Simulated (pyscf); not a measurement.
Optimised with ωB97X-D3(BJ)/def2-SVP in PySCF.

Problem. Estimate by transition-state theory the rate constant of H₃C–SiH•–CH₃ (SMILES C[SiH]C) + HCl (SMILES Cl) → H₃C–Si•(CH₃)–Cl (SMILES C[Si](C)Cl) + H₂ (SMILES [H][H]) (doublet surface; H–Si, Cl–H broken, Cl–Si, H–H formed) at 900 K, with ωB97M-D3(BJ)/def2-TZVP energies (ideal gas, 1 atm, RRHO with modes under 100 cm⁻¹ raised to 100, one conformer, R ln 2 for rigid chiral ones; no tunnelling).

Solution. The electronic barrier is 25.1 kcal/mol and the thermal terms add +28.6, so ΔG‡ = 53.7 kcal/mol. With k_BT/h = 1.88e+13 s⁻¹ and RT = 1.788 kcal/mol, and a volume of 1.23e-19 cm³ per molecule at 1 atm, k = 2.1e-19 cm³ molecule⁻¹ s⁻¹. Wigner's tunnelling factor for 880i cm⁻¹ would be 1.08. A shift of 1 kcal/mol in the barrier changes k by a factor 1.7. This is the saddle that the search found; another between the same sides may lie lower.
